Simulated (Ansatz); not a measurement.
Input for Ansatz (development build ahead of 0.2.0):

```yaml
crystal:
  periodic: [false, false, false]
  atoms:
    - { symbol: C, position_ang: [0.0, 0.0, -1.23894] }
    - { symbol: C, position_ang: [0.0, 0.0, 0.21447] }
    - { symbol: C, position_ang: [0.0, 0.0, 1.42525] }
    - { symbol: H, position_ang: [0.0, -1.02755, -1.63467] }
    - { symbol: H, position_ang: [-0.88989, 0.51378, -1.63467] }
    - { symbol: H, position_ang: [0.88989, 0.51378, -1.63467] }
    - { symbol: H, position_ang: [0.0, 0.0, 2.49931] }
basis:
  gaussian: { orbitals: cc-pVDZ }
hamiltonian:
  xc: hf
correlation:
  method: mp2
  frozen_orbitals: { C: 1, H: 0 }
```

The input is written out in the form of the current development build from the run's settings.

The run gave:

```json
{
  "Converged": "yes",
  "Reference energy": "-115.87345 hartree",
  "Correlation energy": "-0.39781 hartree",
  "Total energy": "-116.27126 hartree",
  "Spin squared of the determinant": "0.000"
}
```
